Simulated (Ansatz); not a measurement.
How well does each level of theory give the Γ–Γ gap of zinc-blende InSb?

Reference value: 0.23 eV (measured, 0 K, recommended value of a review; gaps at 0 K; as tabulated in Vurgaftman et al. (2001), doi:10.1063/1.1368156).

Problem. Put these levels in order of the Γ–Γ gap that they give for zinc-blende InSb, smallest first: HSE06+SOC (Ansatz, a quantum-chemistry and plane-wave program), PBE0+SOC (Ansatz), r²SCAN+SOC (Ansatz).

Solution. r²SCAN+SOC (0.01 eV), HSE06+SOC (0.24 eV), PBE0+SOC (0.77 eV)

Differences against the reference: r²SCAN+SOC -0.22 eV, HSE06+SOC +0.01 eV, PBE0+SOC +0.54 eV.

Semilocal Kohn–Sham gaps run low as a rule, and all computed gaps are for a static lattice, while measured ones hold electron–phonon shifts unless said otherwise.  Values are at the measured cell. Cutoffs and k meshes differ between the levels. Ansatz's density-functional and Hartree–Fock values are scalar-relativistic unless marked +SOC, with PAW data made under PBE.

Differences are worked out from the printed values.
